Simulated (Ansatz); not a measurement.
ClHSSi, SMILES `S[Si]Cl`, charge 0, multiplicity 1.

(1) Give a relaxed structure at PBE0-D4/def2-TZVP (Ansatz 0.2.0). (Estimate.)

Results:

(1) Computed: 
Z-matrix (Å, degrees):
```
S
Si 1 2.135
H 1 1.346 2 92.8
Cl 2 2.086 1 97.3 3 -180.0
```
Point group Cs.
